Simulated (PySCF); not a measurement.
Question: Give a PBE0-D3(BJ)/def2-SVP geometry of InChI=1S/C6H6/c1-2-4-6-5-3-1/h1-6H.

Answer: 
```
atom  x, y, z in Å
C1    -0.7990    1.1426    0.0368
C2    -1.3887   -0.1181   -0.0533
C3    -0.5897   -1.2608   -0.0903
C4     0.7990   -1.1426   -0.0368
C5     1.3887    0.1181    0.0533
C6     0.5897    1.2608    0.0903
H7    -1.4250    2.0379    0.0655
H8    -2.4768   -0.2106   -0.0952
H9    -1.0519   -2.2485   -0.1610
H10    1.4250   -2.0379   -0.0655
H11    2.4768    0.2106    0.0952
H12    1.0519    2.2485    0.1610
```

Any rigid rotation of these coordinates is as good. Atoms count from 1 in this order. All internal angles of the 6-membered ring C1–C2–C3–C4–C5–C6 are 120.0°; it is planar, 0.00 Å rms from its mean plane, widest ring torsion 0°. All 6 C–C bonds measure 1.395 Å. The 6 heavy atoms lie in one plane (0.000 Å rms).

Bonds between heavy atoms (Å): C1–C2 1.395, C2–C3 1.395, C3–C4 1.395, C4–C5 1.395, C5–C6 1.395, C1–C6 1.395.

Method used: PBE0-D3(BJ)/def2-SVP geometry optimisation, gas phase (PySCF).

Point group: D6h (tolerance 0.08 Å). Stationary, but not proved a minimum.
